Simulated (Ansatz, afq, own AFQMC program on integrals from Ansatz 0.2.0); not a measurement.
NHO, triplet: AFQMC among the cluster methods

```
atom   x (Å)    y (Å)    z (Å)
   N  0.0000  -0.0917   0.9936
   O  0.0000   0.1273  -0.7930
   H  0.0000  -0.7459  -1.2193
```

Connectivity, by distances: N ··· OH.

Basis cc-pVDZ. Noble-gas cores (and the filled d shells of Ga–Kr and In–Xe) are frozen. Ansatz 0.2.0 and our own AFQMC program on the same integrals; the CISD trial comes from CCSD amplitudes, and released means the phaseless constraint is let go. Error bars are statistical, one sigma.

Determinant: ROHF, the one that the program's search chose, which needn't be the lowest solution. The geometry is a point of a scan.

No full CI on the walks' own integrals is used here; CCSDT(Q) serves as the reference and is uncertain by about the last step of the cluster series.

Cautions: lower spins were not checked; higher spins were not checked; a spin-contaminated unrestricted determinant lies lower (UHF 1.33 eV lower, ⟨S²⟩ 2.65); strong correlation (T1 0.041, weight of the determinant 0.84, largest double 0.16).

The T1 diagnostic is 0.0414 and the weight of the determinant in the CISD state is 0.842. The size of the correlated space is 12 electrons in 31 orbitals.

Reference: CCSDT(Q), correlation energy -9.780 eV. The released energy is read at 2.40 1/Eh (meV from the phaseless value at times in 1/Eh: -28 ± 41 at 0.24, -27 ± 25 at 0.51, -31 ± 28 at 0.99, 10 ± 38 at 1.62, -48 ± 57 at 2.40).

```csv
level,E − E(reference) (mEh),share of correlation (%)
HF,359.40,0.00
MP2,44.58,87.60
CCSD,15.99,95.55
CCSD(T),3.63,98.99
CCSDT,1.72,99.52
ph-AFQMC/CISD,1.12 ± 1.13,99.69
released AFQMC,-0.66 ± 2.08,100.18
```

A walk keeps the symmetry of its determinant, which the program's search chose and which needn't be the lowest solution, so a lower state of the same spin and another symmetry isn't excluded. Released energies are given only where the last usable release times agree within the noise; a slower fall can still hide under it.
